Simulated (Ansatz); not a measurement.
Results of RPBE in Ansatz (PAW) for hcp Lu.

Numerical settings: plane-wave cutoff 520 eV, 18×18×10 k mesh (along the axes of the cell as run), Fermi–Dirac smearing 0.05 eV, scalar-relativistic PAW data made under PBE.

Computed at the level's own relaxed cell.

**Question.** What does this level give for the pressure derivative B′ of the bulk modulus, c axis length, bulk modulus B0 and equilibrium volume per atom?

**Answer.** 
* **pressure derivative B′ of the bulk modulus**: 3.4
* **c axis length**: 5.560 Å
* **bulk modulus B0**: 42.5 GPa
* **equilibrium volume per atom**: 30.45 Å³/atom

The run finds no gap.

Measured, for comparison: lattice parameter c 5.549 Å (293 K, not corrected to a static lattice, our sources range from 5.549 to 5.563; as tabulated in Wikipedia's data pages); bulk modulus 47.6 GPa (room temperature, not corrected to a static lattice; as tabulated in Wikipedia's data pages); equilibrium volume per atom 29.52 Å³/atom (room temperature, not corrected to a static lattice; as tabulated in Söderlind et al. (2014), doi:10.1088/0953-8984/26/41/416001). Computed (rounded) less measured: lattice parameter c +0.2 % (inside the range of the sources held), bulk modulus -11 %, equilibrium volume per atom +3.2 %.

Note: the bulk modulus comes from volumes at which shape and atoms were relaxed.

Spin–orbit coupling is not included.

Computed values are for the static lattice.

Cost on a shared machine: around 13 core-minutes (rough).

Ansatz is a program for electronic structure.
